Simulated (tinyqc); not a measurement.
Worked calculation: CIS on RHF in the sto-3g basis, frozen core, for H2O, spin multiplicity 1. One step of it, computed by the program tinyqc.

Problem. Integrals over molecular orbitals. (pq|rs) = sum C_ip C_jq C_kr C_ls (ij|kl), one index at a time.

coefficients C, order 1O 1s, 1O 2s, 1O 2px, 1O 2py, 1O 2pz, 2H 1s, 3H 1s:
$$\begin{pmatrix}
0.994514 & -0.240959 & 0.017524 & 0.090122 & 0.000000 & 0.097855 & 0.036572 \\
0.023545 & 0.898997 & -0.091198 & -0.458214 & 0.000000 & -0.570354 & -0.228817 \\
0.000000 & 0.000000 & 0.000000 & 0.000000 & 1.000000 & 0.000000 & 0.000000 \\
0.000348 & 0.013584 & 0.612189 & -0.069795 & 0.000000 & 0.260398 & -0.854710 \\
0.002943 & 0.077293 & 0.085702 & 0.725142 & 0.000000 & -0.715105 & -0.235086 \\
-0.004599 & 0.149835 & 0.482536 & 0.286683 & 0.000000 & 0.452962 & 0.910039 \\
-0.003885 & 0.126227 & -0.419991 & 0.401607 & 0.000000 & 0.844154 & -0.461886
\end{pmatrix}$$

core Hamiltonian H = T + V (hartree), order 1O 1s, 1O 2s, 1O 2px, 1O 2py, 1O 2pz, 2H 1s, 3H 1s:
$$\begin{pmatrix}
-32.542281 & -7.570521 & 0.000000 & -0.001166 & -0.014003 & -1.229153 & -1.018559 \\
-7.570521 & -9.167090 & 0.000000 & -0.013120 & -0.172185 & -2.883596 & -2.506974 \\
0.000000 & 0.000000 & -7.318672 & 0.000000 & 0.000000 & 0.000000 & 0.000000 \\
-0.001166 & -0.013120 & 0.000000 & -7.415292 & -0.007160 & -1.622996 & 1.445810 \\
-0.014003 & -0.172185 & 0.000000 & -0.007160 & -7.385998 & -1.401377 & -1.251696 \\
-1.229153 & -2.883596 & 0.000000 & -1.622996 & -1.401377 & -4.526149 & -1.003258 \\
-1.018559 & -2.506974 & 0.000000 & 1.445810 & -1.251696 & -1.003258 & -4.293283
\end{pmatrix}$$

Two-electron integrals (ij|kl) in chemists' order, unique and non-zero (hartree):
```
(11|11) 4.785065    (21|11) 0.741380    (21|21) 0.136873    (22|11) 1.118947
(22|21) 0.256633    (22|22) 0.817206    (31|31) 0.024477    (32|31) 0.037809
(32|32) 0.180518    (33|11) 1.115814    (33|21) 0.256684    (33|22) 0.817023
(33|33) 0.880159    (41|41) 0.024477    (42|41) 0.037809    (42|42) 0.180518
(43|43) 0.047444    (44|11) 1.115814    (44|21) 0.256684    (44|22) 0.817023
(44|33) 0.785270    (44|44) 0.880159    (51|51) 0.024477    (52|51) 0.037809
(52|52) 0.180518    (53|53) 0.047444    (54|54) 0.047444    (55|11) 1.115814
(55|21) 0.256684    (55|22) 0.817023    (55|33) 0.785270    (55|44) 0.785270
(55|55) 0.880159    (61|11) 0.120826    (61|21) 0.022134    (61|22) 0.041286
(61|33) 0.041205    (61|41) 0.000780    (61|42) 0.001468    (61|44) 0.041352
(61|51) 0.000651    (61|52) 0.001225    (61|54) 0.000123    (61|55) 0.041308
(61|61) 0.003625    (62|11) 0.311461    (62|21) 0.072407    (62|22) 0.257416
(62|33) 0.252908    (62|41) 0.004181    (62|42) 0.032734    (62|44) 0.260730
(62|51) 0.003490    (62|52) 0.027324    (62|54) 0.006528    (62|55) 0.258358
(62|61) 0.011955    (62|62) 0.102722    (63|31) 0.007360    (63|32) 0.043628
(63|43) 0.006695    (63|53) 0.005588    (63|63) 0.014191    (64|11) 0.177923
(64|21) 0.041877    (64|22) 0.158941    (64|33) 0.151830    (64|41) 0.009469
(64|42) 0.062629    (64|44) 0.169795    (64|51) 0.001760    (64|52) 0.015860
(64|54) 0.009408    (64|55) 0.155018    (64|61) 0.007201    (64|62) 0.077077
(64|64) 0.071358    (65|11) 0.148514    (65|21) 0.034955    (65|22) 0.132670
(65|33) 0.126734    (65|41) 0.001760    (65|42) 0.015860    (65|44) 0.130553
(65|51) 0.008830    (65|52) 0.056867    (65|54) 0.009883    (65|55) 0.140572
(65|61) 0.006011    (65|62) 0.064337    (65|64) 0.047718    (65|65) 0.054022
(66|11) 0.469451    (66|21) 0.110894    (66|22) 0.453606    (66|33) 0.435759
(66|41) 0.007871    (66|42) 0.086280    (66|44) 0.466980    (66|51) 0.006570
(66|52) 0.072019    (66|54) 0.026060    (66|55) 0.457512    (66|61) 0.018445
(66|62) 0.233934    (66|64) 0.200300    (66|65) 0.167193    (66|66) 0.774606
(71|11) 0.099976    (71|21) 0.018321    (71|22) 0.034198    (71|33) 0.034132
(71|41) -0.000636   (71|42) -0.001202   (71|44) 0.034253    (71|51) 0.000531
(71|52) 0.001004    (71|54) -0.000101   (71|55) 0.034216    (71|61) 0.002957
(71|62) 0.009606    (71|64) 0.005318    (71|65) 0.004832    (71|66) 0.014696
(71|71) 0.002483    (72|11) 0.269011    (72|21) 0.062586    (72|22) 0.223876
(72|33) 0.219893    (72|41) -0.003603   (72|42) -0.028761   (72|44) 0.226803
(72|51) 0.003007    (72|52) 0.024010    (72|54) -0.005768   (72|55) 0.224709
(72|61) 0.010023    (72|62) 0.072074    (72|64) 0.037414    (72|65) 0.044044
(72|66) 0.134120    (72|71) 0.008558    (72|72) 0.079120    (73|31) 0.006226
(73|32) 0.037404    (73|43) -0.005808   (73|53) 0.004849    (73|63) 0.009494
(73|73) 0.010682    (74|11) -0.157185   (74|21) -0.037012   (74|22) -0.141368
(74|33) -0.135121   (74|41) 0.008077    (74|42) 0.054380    (74|44) -0.150841
(74|51) -0.001545   (74|52) -0.014172   (74|54) 0.008275    (74|55) -0.137981
(74|61) -0.005682   (74|62) -0.038627   (74|64) -0.011018   (74|65) -0.023119
(74|66) -0.065398   (74|71) -0.005259   (74|72) -0.060761   (74|74) 0.056824
(75|11) 0.131219    (75|21) 0.030898    (75|22) 0.118015    (75|33) 0.112799
(75|41) -0.001545   (75|42) -0.014172   (75|44) 0.116225    (75|51) 0.007516
(75|52) 0.049235    (75|54) -0.008668   (75|55) 0.124884    (75|61) 0.005150
(75|62) 0.044749    (75|64) 0.022807    (75|65) 0.036438    (75|66) 0.090918
(75|71) 0.004391    (75|72) 0.050723    (75|74) -0.038519   (75|75) 0.042838
(76|11) 0.098445    (76|21) 0.023130    (76|22) 0.090298    (76|33) 0.088065
(76|41) -0.000025   (76|42) -0.000333   (76|44) 0.089737    (76|51) 0.001691
(76|52) 0.016266    (76|54) -0.000088   (76|55) 0.092992    (76|61) 0.003782
(76|62) 0.036285    (76|64) 0.023509    (76|65) 0.025611    (76|66) 0.087788
(76|71) 0.003134    (76|72) 0.032301    (76|74) -0.021745   (76|75) 0.023259
(76|76) 0.016620    (77|11) 0.440460    (77|21) 0.104104    (77|22) 0.429095
(77|33) 0.412798    (77|41) -0.007061   (77|42) -0.079618   (77|44) 0.441306
(77|51) 0.005894    (77|52) 0.066466    (77|54) -0.023799   (77|55) 0.432665
(77|61) 0.016657    (77|62) 0.146000    (77|64) 0.069309    (77|65) 0.097081
(77|66) 0.298927    (77|71) 0.014321    (77|72) 0.200088    (77|74) -0.175435
(77|75) 0.146454    (77|76) 0.087788    (77|77) 0.774606
```

Give: one-electron integrals over orbitals h = C^T H C; Two-electron integrals over orbitals.

Solution.

one-electron integrals over orbitals h = C^T H C (hartree):
$$\begin{pmatrix}
-32.526 & 0.571 & -0.040 & -0.201 & 0.000 & -0.224 & -0.083 \\
0.571 & -7.549 & 0.075 & 0.534 & 0.000 & 1.091 & 0.416 \\
-0.040 & 0.075 & -5.969 & -0.136 & 0.000 & -0.437 & 1.706 \\
-0.201 & 0.534 & -0.136 & -6.451 & 0.000 & 1.384 & 0.185 \\
0.000 & 0.000 & 0.000 & 0.000 & -7.319 & 0.000 & 0.000 \\
-0.224 & 1.091 & -0.437 & 1.384 & 0.000 & -5.317 & 0.038 \\
-0.083 & 0.416 & 1.706 & 0.185 & 0.000 & 0.038 & -5.451
\end{pmatrix}$$

Two-electron integrals over orbitals (pq|rs), unique and non-zero (hartree); the lowest 1 orbital is frozen and left out:
```
(22|22) 0.726       (32|22) 2.71e-03    (32|32) 0.128       (33|22) 0.614
(33|32) 1.19e-03    (33|33) 0.590       (42|22) -0.029      (42|32) 4.13e-03
(42|33) 9.23e-04    (42|42) 0.129       (43|22) 0.014       (43|32) 0.026
(43|33) 0.012       (43|42) -0.017      (43|43) 0.058       (44|22) 0.651
(44|32) -0.019      (44|33) 0.560       (44|42) -0.085      (44|43) 0.008
(44|44) 0.678       (52|52) 0.152       (53|52) -0.008      (53|53) 0.027
(54|52) -0.043      (54|53) 4.09e-03    (54|54) 0.046       (55|22) 0.757
(55|32) -0.012      (55|33) 0.601       (55|42) -0.081      (55|43) 0.018
(55|44) 0.676       (55|55) 0.880       (62|22) -0.119      (62|32) 0.017
(62|33) -0.064      (62|42) -0.037      (62|43) -0.007      (62|44) -0.050
(62|55) -0.127      (62|62) 0.091       (63|22) 0.045       (63|32) 0.027
(63|33) 0.032       (63|42) -0.019      (63|43) 0.037       (63|44) 0.020
(63|55) 0.051       (63|62) -0.022      (63|63) 0.073       (64|22) -0.137
(64|32) -0.016      (64|33) -0.055      (64|42) 0.057       (64|43) -0.023
(64|44) -0.127      (64|55) -0.159      (64|62) 0.052       (64|63) -0.047
(64|64) 0.116       (65|52) -0.046      (65|53) 0.008       (65|54) -0.008
(65|65) 0.033       (66|22) 0.589       (66|32) -0.041      (66|33) 0.542
(66|42) 0.042       (66|43) -0.035      (66|44) 0.554       (66|55) 0.579
(66|62) -0.085      (66|63) -0.020      (66|64) -0.040      (66|66) 0.608
(72|22) -0.047      (72|32) -0.053      (72|33) -0.013      (72|42) -3.67e-04
(72|43) 0.028       (72|44) -0.029      (72|55) -0.049      (72|62) 0.009
(72|63) 0.021       (72|64) 0.022       (72|66) -0.031      (72|72) 0.072
(73|22) -0.160      (73|32) 0.030       (73|33) -0.085      (73|42) 0.074
(73|43) 1.35e-03    (73|44) -0.133      (73|55) -0.197      (73|62) 0.057
(73|63) -0.014      (73|64) 0.095       (73|66) -0.062      (73|72) 0.029
(73|73) 0.161       (74|22) -0.015      (74|32) 0.067       (74|33) -4.92e-03
(74|42) -7.19e-04   (74|43) 0.013       (74|44) -0.025      (74|55) -0.021
(74|62) 0.016       (74|63) 0.043       (74|64) -0.008      (74|66) -0.042
(74|72) -0.012      (74|73) 0.035       (74|74) 0.065       (75|52) -0.017
(75|53) -0.022      (75|54) 1.18e-03    (75|65) 2.86e-03    (75|75) 0.026
(76|22) 4.04e-03    (76|32) 0.068       (76|33) 1.25e-03    (76|42) 0.012
(76|43) 0.052       (76|44) -0.018      (76|55) -3.66e-03   (76|62) -0.009
(76|63) 0.045       (76|64) -0.023      (76|66) -0.042      (76|72) 1.96e-03
(76|73) 0.032       (76|74) 0.043       (76|76) 0.080       (77|22) 0.607
(77|32) 0.048       (77|33) 0.581       (77|42) -0.016      (77|43) 0.039
(77|44) 0.558       (77|55) 0.602       (77|62) -0.057      (77|63) 0.058
(77|64) -0.070      (77|66) 0.516       (77|72) -0.020      (77|73) -0.070
(77|74) 0.029       (77|76) 0.044       (77|77) 0.621
```
